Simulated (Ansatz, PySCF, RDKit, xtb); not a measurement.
# CH3NSi: from the formula to a structure, part 2 of 2

Task: start from the formula CH3NSi, draw up candidate structures, narrow them down in stages, and characterise the one that lies lowest at 298.15 K.

xtb, Ansatz and PySCF; isolated molecules.

### Step 11. Putting it together

Energies in kcal/mol from c389a; G adds the thermal terms to the CCSD(T)/def2-TZVPP energy. The columns left of the relaxed level are at the tight-binding geometries.

```
label           SMILES     spin  GFN2-xTB  HF/STO-3G  r2SCAN-D4/def2-SVP  B3LYP-D4/def2-TZVP  HF/def2-TZVPP  MP2/def2-TZVPP  CCSD(T)/def2-TZVPP     G  share at equilibrium     T1
c389a        N#C[SiH3]  singlet       0.0        0.0                 0.0                 0.0            0.0             0.0                 0.0   0.0                99.9 %  0.013
 c946  [C-]#[N+][SiH3]  singlet       1.0        7.9                 5.5                 3.2           -3.2             7.1                 4.5   4.2                 0.1 %  0.015
c205a          CN=[Si]  singlet      -7.7       31.9                -1.8                 1.9           16.5             3.6                 4.4  10.6               < 0.1 %  0.019
```

Lowest found: c389a, `N#C[SiH3]`, a singlet of point group C3v. Bond lengths: C1–N2 1.152 Å, C1–Si3 1.851 Å, Si3–H4 1.474 Å, Si3–H5 1.474 Å, Si3–H6 1.474 Å. Angles: N2–C1–Si3 180.0°, C1–Si3–H4 107.6°, C1–Si3–H5 107.6°, C1–Si3–H6 107.6°, H4–Si3–H5 111.3°, H4–Si3–H6 111.3°, H5–Si3–H6 111.3°.

```xyz
6

C    -0.6975   -1.9543    2.1955
N    -0.2846   -1.9408    3.2710
Si   -1.3607   -1.9757    0.4671
H    -0.9606   -0.7122   -0.1786
H    -2.8278   -2.0915    0.5547
H    -0.7717   -3.1390   -0.2210
```

### Step 12. Density, orbitals and dipole (PBE0/def2-TZVPD)

Input file input.yaml:

```yaml
crystal:
  periodic: [false, false, false]
  atoms:
    - symbol: C
      position_ang: [-0.697538, -1.954258, 2.195533]
    - symbol: N
      position_ang: [-0.284621, -1.940849, 3.271004]
    - symbol: Si
      position_ang: [-1.360681, -1.975734, 0.467105]
    - symbol: H
      position_ang: [-0.960612, -0.712199, -0.178626]
    - symbol: H
      position_ang: [-2.827813, -2.091502, 0.554662]
    - symbol: H
      position_ang: [-0.771656, -3.138973, -0.220983]
basis:
  gaussian:
    orbitals: def2-TZVPD
total_charge: 0
output:
  forces: true
  orbitals: {seedname: orbitals}
hamiltonian:
  xc: pbe0
```

Started as:

```
ansatz run input.yaml --threads 2 --pin off --max-ram 4350MiB --events-out events.jsonl --progress --plain --runs-dir runs
```

The log of the run (excerpt; [...] marks lines left out):

```text
Warning: RAYON_NUM_THREADS=2 ignored (pool sized by the plan → 2); use --threads N
Functional definition: PBE0
  name "PBE0"
[...]
802 factors; their error is unknown
[...]
mean field -10447.51291316 eV, -383.9390179801 hartree, gradient 2.0e-5 eV, S^2 0.000000; 0 other end points of the search recorded, 0 dependent functions left out
[...]
reference -10447.51294499 eV, -383.9390191499 hartree; 15, 15 occupied and 129, 129 virtual orbitals, 802 factors
Total energy: -10447.51294499 eV, -383.9390191499 hartree
Atom 0 at    -0.697538    -1.954258     2.195533 Å, force     0.001908     0.000093     0.004413 eV/Å
Atom 1 at    -0.284621    -1.940849     3.271004 Å, force    -0.019202    -0.000657    -0.049360 eV/Å
Atom 2 at    -1.360681    -1.975734     0.467105 Å, force     0.037222     0.001222     0.096885 eV/Å
Atom 3 at    -0.960612    -0.712199    -0.178626 Å, force     0.027798     0.077929    -0.031593 eV/Å
Atom 4 at    -2.827813    -2.091502     0.554662 Å, force    -0.087187    -0.007024     0.013845 eV/Å
Atom 5 at    -0.771656    -3.138973    -0.220983 Å, force     0.039461    -0.071562    -0.034190 eV/Å
Dipole moment:    -0.263297    -0.008539    -0.685992 e Å
```

It took 1.4 s on 2 threads of Intel Xeon Platinum 8488C (Sapphire Rapids), shared host.

### Step 13. Frequencies after a tight-binding relaxation (GFN2-xTB)

Input file start.xyz:

```xyz
6
c389a
C     -0.697538    -1.954258     2.195533
N     -0.284621    -1.940849     3.271004
Si    -1.360681    -1.975734     0.467105
H     -0.960612    -0.712199    -0.178626
H     -2.827813    -2.091502     0.554662
H     -0.771656    -3.138973    -0.220983
```

Started as:

```
xtb start.xyz --gfn 2 --ohess tight
```

The log of the run (excerpt; [...] marks lines left out):

```text
* xtb version 6.7.1
[...]
          :  # basis functions                  21          :
[...]
          :  # electrons                        16          :
[...]
          :  Hamiltonian                  GFN2-xTB          :
[...]
          :  net charge                          0          :
          :  unpaired electrons                  0          :
[...]
   *** convergence criteria satisfied after 12 iterations ***
[...]
   *** GEOMETRY OPTIMIZATION CONVERGED AFTER 4 ITERATIONS ***
[...]
   *** convergence criteria satisfied after 3 iterations ***
[...]
         ::                     SUMMARY                     ::
         :::::::::::::::::::::::::::::::::::::::::::::::::::::
         :: total energy              -8.265498973024 Eh    ::
         :: gradient norm              0.000187490112 Eh/a0 ::
         :: HOMO-LUMO gap              4.363425710978 eV    ::
         ::.................................................::
         :: SCC energy                -8.410315910805 Eh    ::
         :: -> isotropic ES            0.017960682123 Eh    ::
         :: -> anisotropic ES          0.001306444732 Eh    ::
         :: -> anisotropic XC          0.019659022021 Eh    ::
         :: -> dispersion             -0.002678061131 Eh    ::
         :: repulsion energy           0.144816937781 Eh    ::
         :: add. restraining           0.000000000000 Eh    ::
         :: total charge               0.000000000000 e     ::
         :::::::::::::::::::::::::::::::::::::::::::::::::::::
[...]
         8        2.0000           -0.4118443             -11.2069 (HOMO)
         9                         -0.2514913              -6.8434 (LUMO)
[...]
     #   Z          covCN         q      C6AA      α(0)
     1   6 C        1.789     0.001    31.199     9.028
     2   7 N        0.911    -0.204    25.439     7.294
     3  14 Si       3.636     0.453    98.809    19.066
     4   1 H        0.919    -0.083     5.011     3.501
     5   1 H        0.919    -0.083     5.011     3.501
     6   1 H        0.919    -0.083     5.011     3.501
[...]
          | TOTAL ENERGY               -8.265498973023 Eh   |
          | TOTAL ENTHALPY             -8.228557001528 Eh   |
          | TOTAL FREE ENERGY          -8.258907483017 Eh   |
          | GRADIENT NORM               0.000187495044 Eh/α |
[...]
```

It took 0.062 s on 2 threads of Intel Xeon Platinum 8488C (Sapphire Rapids), shared host.

### Step 14. Electronic excitations (TD-CAM-B3LYP/def2-SVPD)

An in-house driver calls PySCF's response routines at TD-CAM-B3LYP/def2-SVPD; it has no typed input.

The log of the run:

```text
coarse grid: 5632 points
cycle   1  E = -383.8381003552  dE =  5.144e-02  |g| = 3.768e-01  |ddm| = 2.692e+00
cycle   2  E = -383.7724940348  dE =  6.561e-02  |g| = 6.941e-01  |ddm| = 1.039e+00
cycle   3  E = -383.8797202432  dE = -1.072e-01  |g| = 3.245e-02  |ddm| = 6.200e-01
cycle   4  E = -383.8800709127  dE = -3.507e-04  |g| = 1.550e-02  |ddm| = 1.050e-01
cycle   5  E = -383.8801326110  dE = -6.170e-05  |g| = 2.088e-03  |ddm| = 2.537e-02
cycle   6  E = -383.8801341266  dE = -1.516e-06  |g| = 4.355e-04  |ddm| = 5.078e-03
final grid: 50248 points
cycle   7  E = -383.9319698662  dE = -4.885e-06  |g| = 7.686e-04  |ddm| = 2.308e-02
cycle   8  E = -383.9319699929  dE = -1.267e-07  |g| = 4.612e-04  |ddm| = 3.435e-03
cycle   9  E = -383.9319700489  dE = -5.594e-08  |g| = 1.310e-04  |ddm| = 6.172e-04
cycle  10  E = -383.9319700499  dE = -9.960e-10  |g| = 1.081e-04  |ddm| = 2.636e-04
cycle  11  E = -383.9319700526  dE = -2.715e-09  |g| = 8.097e-06  |ddm| = 8.647e-05
cycle  12  E = -383.9319700526  dE = -1.910e-11  |g| = 1.668e-06  |ddm| = 1.799e-05
converged SCF energy = -383.9319700526

Static polarisability (au): isotropic 42.192, principal 36.491 36.491 53.594

Singlet excitations
state   eV       nm        f      main configurations
  1   7.0880    174.9   0.00000   H->L 0.41, H-1->L+1 0.41
  2   7.4145    167.2   0.00285   H-1->L 0.41, H->L+1 0.41
  3   7.4146    167.2   0.00285   H-1->L+1 0.41, H->L 0.41
  4   8.3683    148.2   0.00606   H-2->L 0.90
  5   8.3684    148.2   0.00606   H-2->L+1 0.90
  6   8.9688    138.2   0.00230   H->L+3 0.52, H->L+2 0.30
  7   8.9688    138.2   0.00230   H-1->L+3 0.52, H-1->L+2 0.30
  8   9.1456    135.6   0.00000   H-4->L 0.38, H-3->L+1 0.38

Triplet excitations (Tamm-Dancoff, eV): 5.8639 6.3887 6.3887
```

Run time: 3.3 s. Hardware: 2 threads of Intel Xeon Platinum 8488C (Sapphire Rapids), shared host.

The roots found:

```
excited state  energy (eV)  strength
            1        7.088    0.0000
            2        7.415    0.0029
            3        7.415    0.0029
            4        8.368    0.0061
            5        8.368    0.0061
            6        8.969    0.0023
            7        8.969    0.0023
            8        9.146    0.0000
```

### Step 15. NMR shieldings (GIAO PBE0/pcSseg-1)

An in-house driver calls PySCF's response routines at GIAO PBE0/pcSseg-1; it has no typed input.

The log of the run:

```text
coarse grid: 5632 points
cycle   1  E = -383.8288938450  dE =  8.513e-02  |g| = 3.264e-01  |ddm| = 2.180e+00
cycle   2  E = -383.7307002541  dE =  9.819e-02  |g| = 7.366e-01  |ddm| = 6.786e-01
cycle   3  E = -383.8568068645  dE = -1.261e-01  |g| = 6.010e-02  |ddm| = 4.289e-01
cycle   4  E = -383.8575908726  dE = -7.840e-04  |g| = 1.910e-02  |ddm| = 6.262e-02
cycle   5  E = -383.8576750744  dE = -8.420e-05  |g| = 1.599e-03  |ddm| = 1.485e-02
cycle   6  E = -383.8576756109  dE = -5.365e-07  |g| = 3.760e-04  |ddm| = 2.008e-03
final grid: 50248 points
cycle   7  E = -383.8737986120  dE = -5.966e-06  |g| = 2.887e-03  |ddm| = 9.975e-03
cycle   8  E = -383.8737969296  dE =  1.682e-06  |g| = 4.028e-03  |ddm| = 5.073e-03
cycle   9  E = -383.8738001069  dE = -3.177e-06  |g| = 1.536e-03  |ddm| = 2.926e-03
cycle  10  E = -383.8738006331  dE = -5.262e-07  |g| = 7.388e-05  |ddm| = 8.437e-04
cycle  11  E = -383.8738006341  dE = -9.792e-10  |g| = 1.695e-05  |ddm| = 6.954e-05
converged SCF energy = -383.8738006341

GIAO shielding tensors (ppm)
atom      isotropic    diamagn.    paramagn.     s11        s22        s33       span
  0 C       64.537     261.665    -197.128    -47.256    -47.255    288.122    335.378
  1 N     -108.763     336.605    -445.368   -313.499   -313.493    300.702    614.201
  2 Si     450.769     878.652    -427.884    450.286    451.001    451.018      0.732
  3 H       27.334      29.808      -2.474     24.198     25.678     32.126      7.927
  4 H       27.334      26.719       0.615     24.198     25.678     32.126      7.928
  5 H       27.334      27.320       0.014     24.198     25.678     32.126      7.927
```

Run time: 2.3 s. Hardware: 2 threads of Intel Xeon Platinum 8488C (Sapphire Rapids), shared host.

Isotropic shieldings, averaged over atoms that the bond graph makes equivalent (absolute, not shifts):

```
     atoms  shielding (ppm)
        C1             64.5
        N2           -108.8
       Si3            450.8
H4, H5, H6            27.33
```

### Step 16. The cation at the same geometry (PBE0/def2-TZVPD)

Input file input.yaml:

```yaml
basis:
  gaussian:
    orbitals: def2-TZVPD
crystal:
  periodic: [false, false, false]
  atoms:
    - {symbol: C, position_ang: [-0.697538, -1.954258, 2.195533]}
    - {symbol: "N", position_ang: [-0.284621, -1.940849, 3.271004]}
    - {symbol: Si, position_ang: [-1.360681, -1.975734, 0.467105]}
    - {symbol: H, position_ang: [-0.960612, -0.712199, -0.178626]}
    - {symbol: H, position_ang: [-2.827813, -2.091502, 0.554662]}
    - {symbol: H, position_ang: [-0.771656, -3.138973, -0.220983]}
total_charge: 1
magnetization:
  spin_polarized: true
  initial_magnetization: 1
hamiltonian:
  xc: {name: PBE0}
```

Started as:

```
ansatz run input.yaml --threads 2 --pin off --max-ram 4350MiB --events-out events.jsonl --progress --plain --runs-dir runs
```

The log of the run (excerpt; [...] marks lines left out):

```text
Warning: RAYON_NUM_THREADS=2 ignored (pool sized by the plan → 2); use --threads N
[... 2 set-up lines as earlier in the session ...]
[...]
802 factors; their error is unknown
[...]
mean field -10435.29910683 eV, -383.4901688764 hartree, gradient 9.3e-6 eV, S^2 0.762802; 12 other end points of the search recorded, 0 dependent functions left out
reference -10435.29913456 eV, -383.4901698954 hartree; 15, 14 occupied and 129, 130 virtual orbitals, 802 factors
Total energy: -10435.29913456 eV, -383.4901698954 hartree
```

Wall time 15 s (2 threads of Intel Xeon Platinum 8488C (Sapphire Rapids), shared host).

Difference from the parent: 12.21 eV.

### Step 17. The anion at the same geometry (PBE0/def2-TZVPD)

Input file input.yaml:

```yaml
crystal:
  periodic: [false, false, false]
  atoms:
    - symbol: C
      position_ang: [-0.697538, -1.954258, 2.195533]
    - symbol: N
      position_ang: [-0.284621, -1.940849, 3.271004]
    - symbol: Si
      position_ang: [-1.360681, -1.975734, 0.467105]
    - symbol: H
      position_ang: [-0.960612, -0.712199, -0.178626]
    - symbol: H
      position_ang: [-2.827813, -2.091502, 0.554662]
    - symbol: H
      position_ang: [-0.771656, -3.138973, -0.220983]
basis:
  gaussian:
    orbitals: def2-TZVPD
total_charge: -1
magnetization:
  spin_polarized: true
  initial_magnetization: 1
hamiltonian:
  xc: pbe0
scf:
  lower_state_search: off
```

Started as:

```
ansatz run input.yaml --threads 2 --pin off --max-ram 4350MiB --events-out events.jsonl --progress --plain --runs-dir runs
```

The log of the run (excerpt; [...] marks lines left out):

```text
Warning: RAYON_NUM_THREADS=2 ignored (pool sized by the plan → 2); use --threads N
[... 2 set-up lines as earlier in the session ...]
[...]
802 factors; their error is unknown
[...]
a density is far from that of the atoms, so the factors are made again for it
1019 factors; integrals over basis functions are off by at most 8.8e-4 eV
mean field -10446.55138579 eV, -383.9036825009 hartree, gradient 7.8e-6 eV, S^2 0.750593; 0 other end points of the search recorded, 0 dependent functions left out
reference -10446.55142393 eV, -383.9036839026 hartree; 16, 15 occupied and 128, 129 virtual orbitals, 1019 factors
Total energy: -10446.55142393 eV, -383.9036839026 hartree
Checks for a lower state left out: stability, starts, cluster_reference, orbital_swaps, neighbouring_geometries, increment
```

Run time: 3.6 s. Hardware: 2 threads of Intel Xeon Platinum 8488C (Sapphire Rapids), shared host.

Parent less the species with the added electron: -0.96 eV. The extra electron isn't bound at this geometry, so the number measures the basis, not the molecule.

### Step 18. The triplet at the same geometry (PBE0/def2-TZVPD)

Changes to input.yaml since step 17:

```diff
@@ -16,11 +16,4 @@
 basis:
-  gaussian:
-    orbitals: def2-TZVPD
-total_charge: -1
-magnetization:
-  spin_polarized: true
-  initial_magnetization: 1
-hamiltonian:
-  xc: pbe0
-scf:
-  lower_state_search: off
+  gaussian: {orbitals: def2-TZVPD}
+hamiltonian: {xc: pbe0}
+magnetization: {spin_polarized: true, initial_magnetization: 2}
```

Started as:

```
ansatz run input.yaml --threads 2 --pin off --max-ram 4350MiB --events-out events.jsonl --progress --plain --runs-dir runs
```

The log of the run:

```text
Warning: RAYON_NUM_THREADS=2 ignored (pool sized by the plan → 2); use --threads N
[... 2 set-up lines as earlier in the session ...]
  parameter a = 0.25
  parameter kappa = 0.804
  parameter beta = 0.06672455060314922
  exchange = (1 - a)*pbe_x(kappa = kappa, mu = beta*pi^2/3) + a*exact_x
  correlation = pbe_c(beta = beta)
802 factors; their error is unknown
mean field evaluation 1: about -10429.8582 eV, gradient 4.2e1 eV
mean field evaluation 2: about -10231.9785 eV, gradient 1.4e2 eV
mean field evaluation 4: about -10440.7487 eV, gradient 1.1e1 eV
mean field evaluation 8: about -10441.5215 eV, gradient 1.6e-1 eV
mean field evaluation 16: about -10441.5314 eV, gradient 3.6e-3 eV
mean field evaluation 32: about -10441.5317 eV, gradient 6.7e-2 eV
mean field evaluation 64: about -10441.5317 eV, gradient 9.8e-2 eV
mean field -10441.53166916 eV, -383.7192113171 hartree, gradient 2.2e-6 eV, S^2 2.007035; 6 other end points of the search recorded, 0 dependent functions left out
reference -10441.53170300 eV, -383.7192125610 hartree; 16, 14 occupied and 128, 130 virtual orbitals, 802 factors
Total energy: -10441.53170300 eV, -383.7192125610 hartree
```

It took 30 s on 2 threads of Intel Xeon Platinum 8488C (Sapphire Rapids), shared host.

It lies 5.98 eV above the singlet.

### Step 19. Stability of the closed-shell solution (PBE0/def2-SVP)

Input file job.py:

```python
# N#C[SiH3]
from pyscf import gto, dft

mol = gto.M(
    atom=[
    ('C', (-0.697538, -1.954258, 2.195533)),
    ('N', (-0.284621, -1.940849, 3.271004)),
    ('Si', (-1.360681, -1.975734, 0.467105)),
    ('H', (-0.960612, -0.712199, -0.178626)),
    ('H', (-2.827813, -2.091502, 0.554662)),
    ('H', (-0.771656, -3.138973, -0.220983)),
],
    basis='def2-svp',
    spin=0,
    max_memory=3100,
    charge=0,
    verbose=3,
)

myscf = dft.RKS(mol, xc='pbe0')
myscf = myscf.density_fit(auxbasis='def2-universal-jkfit')
myscf.max_cycle = 100
myscf.grids.level = 3
myscf.kernel()
if not myscf.converged:
    myscf = myscf.newton().run(myscf.mo_coeff, myscf.mo_occ)

e_tot = myscf.e_tot
print('Final energy', e_tot)
mo_i, mo_e, stable_i, stable_e = myscf.stability(internal=True, external=True, return_status=True)
print('stable: internal', stable_i, 'external', stable_e)
```

Started as:

```
OMP_NUM_THREADS=2 python job.py
```

The log of the run:

```text
converged SCF energy = -383.728212466952
Final energy -383.7282124669523
<class 'pyscf.df.df_jk.DFRKS'> wavefunction is stable in the internal stability analysis
<class 'pyscf.df.df_jk.DFRKS'> wavefunction is stable in the real -> complex stability analysis
<class 'pyscf.df.df_jk.DFRKS'> wavefunction is stable in the RHF/RKS -> UHF/UKS stability analysis
stable: internal True external True
```

Run time: 13 s. Hardware: 2 threads of Intel Xeon Platinum 8488C (Sapphire Rapids), shared host.

### Step 20. What came out

What follows sums up all 2 parts.

| quantity | value |
| --- | --- |
| lowest structure found | N#C[SiH3], singlet, C3v |
| next finalist | [C-]#[N+][SiH3], singlet, 4.2 kcal/mol higher in G |
| share at equilibrium, among the finalists | 99.9 % |
| funnel | 37 starts, 26 minima at GFN2-xTB, 13 screening runs, 3 relaxed, 3 ranked |
| CPU time of all runs | 8.9 min |
| harmonic wavenumbers, lowest and highest (B3LYP-D4/def2-TZVP) | 259 and 2315 cm⁻¹ |
| rotational constants, same geometry | 2.822, 0.1657 cm⁻¹ |
| dipole moment (PBE0/def2-TZVPD) | 3.53 D |
| HOMO energy (PBE0/def2-TZVPD) | -9.87 eV |
| LUMO energy (PBE0/def2-TZVPD) | -0.67 eV |
| HOMO–LUMO gap (PBE0/def2-TZVPD) | 9.20 eV |
| lowest excitation (TD-CAM-B3LYP/def2-SVPD) | 7.09 eV (f = 0.000) |
| lowest triplet excitation, same level, Tamm-Dancoff | 5.86 eV |
| vertical ionisation energy | 12.21 eV |
| vertical electron affinity | -0.96 eV (unbound: the value depends on the basis) |
| vertical triplet less singlet | +5.98 eV |

**Reading.** `N#C[SiH3]` comes out lowest. Among the finalists first place is clear (4.2 kcal/mol); structures outside the list aren't covered. HF/STO-3G, B3LYP-D4/def2-TZVP and MP2/def2-TZVPP already put its bonding pattern lowest among the structures in one piece; GFN2-xTB and r2SCAN-D4/def2-SVP favour the singlet CN=[Si]; HF/def2-TZVPP favours the singlet [C-]#[N+][SiH3]. The largest share of the time went into the vibrations (27 %). A measured dipole moment is 3.44 D (quoted in “New molecules in IRC+10216: confirmation of C5S and tentative identification of MgCCH, NCCP, and SiH3CN”, 2014, arxiv:1408.6306). The calculated dipole moment of 3.53 D is off by +0.09 D. The search is not exhaustive (a finite list of starts, one conformer a finalist), so a lower isomer can't be ruled out. Patterns outside the rules of the enumeration were met only by chance.
